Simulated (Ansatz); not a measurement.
```yaml
crystal:
  periodic: [true, true, true]
  atoms:
    - {symbol: N, position_ang: [-0.307646, -0.467463, 0.101425]}
    - {symbol: Si, position_ang: [0.074409, 1.158190, 0.455136]}
    - {symbol: H, position_ang: [0.135157, -1.046100, -0.595106]}
    - {symbol: H, position_ang: [-1.034760, -0.960114, 0.596575]}
    - {symbol: H, position_ang: [1.182739, 1.241786, -0.599431]}
basis:
  gaussian: {orbitals: def2-TZVPD, point_charges: [{charge: 2.00, position_ang: [5.069, -0.232, -0.025]}]}
hamiltonian: {xc: {name: PBE0}, dispersion: d4}
output: {forces: true}
```

```sh
$ ansatz run in.yaml --threads 2 --pin off --events-out ev --progress --plain --max-ram 32768MiB --backend cpu
```

(1) How does Ansatz answer? (Estimate.)

Answers

(1) The calculation gave: The program refused the input.
```
Error: YAML parse error: error: line 2 column 3: crystal: missing field `lattice` (a structure is typed as `lattice` and `atoms`, a molecule's as `atoms` in Å alone, or read from a run's directory, `checkpoint`)
 --> <input>:2:3
1 | crystal:
2 |   periodic: [true, true, true]
3 |   atoms:
4 |     - {symbol: N, position_ang: [-0.307646, -0.467463, 0.101425]}
```
